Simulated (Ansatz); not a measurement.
**Molecular dynamics of BFH3N**

Input file:

```yaml
crystal:
  periodic: [false, false, false]
  atoms:
    - { symbol: B, position_ang: [0.008314, -0.009064, 0.09328] }
    - { symbol: "N", position_ang: [0.000793, -0.002303, 1.474117] }
    - { symbol: H, position_ang: [-0.903855, -0.050212, 1.958682] }
    - { symbol: H, position_ang: [0.821032, 0.096114, 2.1066] }
    - { symbol: F, position_ang: [1.141575, 0.136285, -0.602192] }
    - { symbol: H, position_ang: [-1.052488, -0.128328, -0.542022] }
basis:
  gaussian: { orbitals: def2-SVP }
hamiltonian:
  xc: b3lyp
  dispersion: d4
md:
  timestep: 1.0
  n_steps: 250
  ensemble: nvt_nose_hoover
  temperature: 1000.0
  initial_velocities: maxwell_boltzmann
  seed: 499064
  nose_hoover: { tau: 300.0, chain_length: 5 }
```

Command:

```bash
$ ansatz run input.yaml --threads 1 --pin off --max-ram 2048MiB --backend cpu --events-out ev --progress --plain --runs-dir out
```

It goes on from the last frame of an earlier run, with new velocities.

Output, in part (step lines, the closing report, with atoms numbered from 0):

```
md step     0: t =     0.00 fs  T =  1000.0 K  F+E_penalty+E_count = -4931.23501356 eV  E_kin = 0.517040 eV  conserved = -4930.71797357 eV  (22 SCF iters)
[... lines left out ...]
Total energy: -4930.94460432 eV, -181.2088718943 hartree
Atom 0 at    -0.054021     0.006235     0.052090 Å, force     0.139446     0.141315    -0.209560 eV/Å
Atom 1 at     0.013072    -0.028105     1.409282 Å, force     2.769433     0.976335     2.666281 eV/Å
Atom 2 at    -0.619161     0.052543     2.190733 Å, force    -0.537030    -0.144447    -0.335492 eV/Å
Atom 3 at     1.001344     0.260449     1.716814 Å, force    -1.808834    -0.816370    -0.225905 eV/Å
Atom 4 at     1.144461     0.126804    -0.524365 Å, force     0.155232     0.006240    -0.969686 eV/Å
Atom 5 at    -1.074013    -0.022262    -0.508474 Å, force    -0.718248    -0.163073    -0.925638 eV/Å
Dipole moment:    -0.123228     0.077832     0.474064 e Å
```

The steps, from the saved trajectory:

| time (fs) | T (K) | potential energy less start (eV) | conserved less start (meV/atom) |
| --- | --- | --- | --- |
| 0.0 | 1000 | 0.000 | 0.00 |
| 8.0 | 558 | 0.230 | 0.33 |
| 16.0 | 411 | 0.328 | 3.88 |
| 24.0 | 382 | 0.327 | 1.14 |
| 32.0 | 806 | 0.099 | -0.44 |
| 40.0 | 656 | 0.189 | 1.43 |
| 48.0 | 488 | 0.283 | 2.57 |
| 56.0 | 278 | 0.393 | 2.60 |
| 64.0 | 494 | 0.275 | 1.32 |
| 72.0 | 793 | 0.114 | -0.04 |
| 80.0 | 648 | 0.200 | 1.58 |
| 88.0 | 437 | 0.317 | 2.53 |
| 96.0 | 466 | 0.297 | 1.28 |
| 104.0 | 505 | 0.278 | 1.28 |
| 112.0 | 723 | 0.170 | 1.38 |
| 120.0 | 557 | 0.258 | 1.15 |
| 128.0 | 570 | 0.257 | 1.73 |
| 136.0 | 278 | 0.420 | 3.26 |
| 144.0 | 766 | 0.150 | -0.30 |
| 152.0 | 821 | 0.128 | 0.21 |
| 160.0 | 512 | 0.307 | 2.59 |
| 168.0 | 373 | 0.386 | 3.16 |
| 176.0 | 407 | 0.367 | 2.16 |
| 184.0 | 876 | 0.116 | -0.01 |
| 192.0 | 628 | 0.257 | 1.24 |
| 200.0 | 715 | 0.230 | 3.17 |
| 208.0 | 314 | 0.431 | 1.42 |
| 216.0 | 738 | 0.215 | 1.10 |
| 224.0 | 640 | 0.279 | 2.23 |
| 232.0 | 727 | 0.238 | 1.54 |
| 240.0 | 550 | 0.338 | 1.80 |
| 248.0 | 474 | 0.394 | 3.50 |

All steps were run. The conserved energy stayed within 4.1 meV per atom of its start (net change 0.68 meV per atom), so there is no drift, though single steps change it by up to 23 meV in the whole system, a sign of fast motions only just resolved. The mean temperature of the second half is 41 % below the set value. A run of 0.25 ps of so small a system gives no equilibrium averages.

The same pairs are bonded in the first frame and the last. Pairs count as bonded within 1.25 times the sum of covalent radii (0.12 Å more for H–H).

Last frame:

```xyz
6
Properties=species:S:1:pos:R:3
B -0.054 0.006 0.052
N 0.013 -0.028 1.409
H -0.619 0.052 2.191
H 1.001 0.260 1.717
F 1.145 0.127 -0.524
H -1.074 -0.022 -0.508
```

Time of the run: 3.2 min on 1 thread of Intel(R) Xeon(R) 6975P-C (Granite Rapids) (shared host), peak memory 0.12 GiB.
